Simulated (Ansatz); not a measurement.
in.yaml

```yaml
crystal:
  periodic: [false, false, false]
  atoms:
    - {symbol: B, position_ang: [0.000000, 0.000000, 0.000000]}
    - {symbol: B, position_ang: [0.000000, 0.000000, 1.704200]}
basis:
  gaussian: {orbitals: 6-31G}
total_charge: 1
magnetization: {spin_polarized: false, initial_magnetization: 1}
correlation: {method: fic_mrcisd_q, electrons: all, active_space: {window: {electrons: 3, orbitals: 3}, states: [{multiplicity: 2, weights: []}]}}
```

```sh
$ ansatz run in.yaml --threads 1 --pin off --events-out ev --progress --plain --max-ram 2393MiB
```

Question: One thing in this input was set wrong on purpose, beside settings that are merely unusual. What is the gravest fault, and what does the program do?

Answer: Impossible set of states or weights. How the run ends: refused.
```
Error: set 0 has no weights, but each of its states needs one positive weight
```
